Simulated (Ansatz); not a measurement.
# Potassium, bcc under revPBE: ground state and equation of state

Aim: take potassium in the bcc structure, relax it, solve it on a dense k-mesh, switch on spin-orbit coupling, then scale the cell to 7 volumes from 88 to 112 % of the relaxed one and try a fit of the equation of state. The k-meshes are 9×9×9 for the relaxation; 14×14×14 for the dense run; 8×8×8 for spin-orbit coupling; 14×14×14 for the volumes. The starting cell is the measured one, from the Crystallography Open Database.

The COD entry's cell or inner coordinates are ideal or old and differ from later refinements, so a difference from it is no clean test against experiment.

Method: DFT revPBE, plane waves (420 eV) with PAW, scalar-relativistic; PBE-made PAW files, in Ansatz 0.2.0.

## Step 1: The system as given

It takes space group Im-3m (No. 229, cubic). The conventional cell has a = 5.225 Å, b = 5.225 Å, c = 5.225 Å, α = 90.00°, β = 90.00°, γ = 90.00°.

As a file:

```cif
data_structure
_symmetry_space_group_name_H-M 'Im-3m'
_symmetry_Int_Tables_number 229
_cell_length_a 5.2250
_cell_length_b 5.2250
_cell_length_c 5.2250
_cell_angle_alpha 90.000
_cell_angle_beta 90.000
_cell_angle_gamma 90.000
_cell_volume 142.65
loop_
_atom_site_label
_atom_site_type_symbol
_atom_site_symmetry_multiplicity
_atom_site_Wyckoff_symbol
_atom_site_fract_x
_atom_site_fract_y
_atom_site_fract_z
_atom_site_occupancy
K1 K 2 a 0.00000 0.00000 0.00000 1
```

## Step 2: Geometry optimisation

The input, input.yaml:

```yaml
crystal:
  lattice:
    - [-2.6125, 2.6125, 2.6125]
    - [2.6125, -2.6125, 2.6125]
    - [2.6125, 2.6125, -2.6125]
  atoms:
    - { symbol: K, position: [0.0, 0.0, 0.0] }
hamiltonian:
  xc: revpbe
  pseudopotentials:
    kind: paw
    azcp:
      K: "pseudopotentials/K.paw.azcp"
basis:
  ecutwfc: 420
  fft_grid_basis: typed
kpoints:
  mp_grid: { grid: [9, 9, 9], shift: [0, 0, 0] }
magnetization:
  spin_polarized: false
scf:
  occupations: { method: fermi_dirac, width: 0.1 }
relax:
  max_steps: 60
  f_tol: 0.01
  cell: {}
```

Further steps of the session: The energy on a finer k-mesh; A two-component run at the same geometry; The cell scaled to 88 % of its volume; The cell scaled to 92 % of its volume; The cell scaled to 96 % of its volume; The cell scaled to 100 % of its volume; The cell scaled to 104 % of its volume; The cell scaled to 108 % of its volume; The cell scaled to 112 % of its volume.

**Question.** What will these runs give? Wanted: space group; conventional cell; volume; shortest distance; gap on the mesh; V₀, B₀, B₀′.

As calculated:

```
                      quantity                         value
space group (spins left aside)               Im-3m (No. 229)
             conventional cell                   a = 5.421 Å
                        volume                79.674 Å³/atom
             shortest distance                       4.695 Å
   against the measured volume      +11.7 % (71.323 Å³/atom)
               gap on the mesh  none (levels filled in part)
                   V₀, B₀, B₀′  79.585 Å³/atom, 3.1 GPa, 3.7
```

The volume comes out 11.7 % larger than measured. This functional tends to bind solids too weakly. Levels at the Fermi energy are filled in part, as in a metal. The total energy of the spin-orbit run (on a coarser mesh) lies -20 meV/atom from the scalar one; mesh and treatment of the core enter this figure, so it is no spin-orbit energy. B₀ comes out at 3.1 GPa, a soft solid.
